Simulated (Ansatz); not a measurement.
# HB–AlH, quintet: the ladder up to full CI

Geometry: that of the HB–AlH, triplet, kept fixed. The triplet lies 5.7 eV lower here.

```json
{"atom": "B", "x (Å)": "0.0000", "y (Å)": "0.0000", "z (Å)": "1.0513"}
{"atom": "Al", "x (Å)": "0.0000", "y (Å)": "0.0000", "z (Å)": "-0.8575"}
{"atom": "H", "x (Å)": "0.0000", "y (Å)": "0.0000", "z (Å)": "2.2344"}
{"atom": "H", "x (Å)": "0.0000", "y (Å)": "0.0000", "z (Å)": "-2.4283"}
```

Basis 6-31G; Ansatz 0.2.0. Only valence electrons are correlated (noble-gas cores frozen), which leaves 8 electrons in 20 orbitals. Prefix R: restricted or restricted open-shell reference.

Full CI is exact within this basis and frozen core; it isn't the basis-set limit.

For open shells CISD is restricted-active-space CI with the open shells as a complete middle space.

```
UHF ⟨S²⟩                            : 6.041
⟨S²⟩ of the determinant under UCCSD : 6.013
T1 diagnostic (RCCSD)               : 0.0650
largest doubles amplitude (RCCSD)   : 0.105
T1 diagnostic (UCCSD)               : 0.0652
```

Problem. From what is known of these methods and the diagnostics, rank them by the size of their error in total energy against full CI in 6-31G, smallest first (an estimate: the text doesn't fix the numbers).
A. CISD
B. RCCSDTQ
C. RCCSD
D. BCCD(T)
E. RHF

Solution. B (0.02 mEh), D (1.74 mEh), C (5.19 mEh), A (8.55 mEh), E (104.04 mEh).

All errors are against full CI in 6-31G. T1 is large (0.065) while the doubles stay small, which points to orbital relaxation. Within each family the higher level lies nearer, as is usual though not guaranteed.

The full-CI state has the irrep A2 of C2v, in the program's axes (one component, if the state is degenerate).

Natural occupations of full CI about the gap: 1.957 1.902 1.041 0.974 0.974 0.962 0.054 0.054 0.030 0.019; effectively unpaired electrons, Σ n²(2−n)², 4.06.
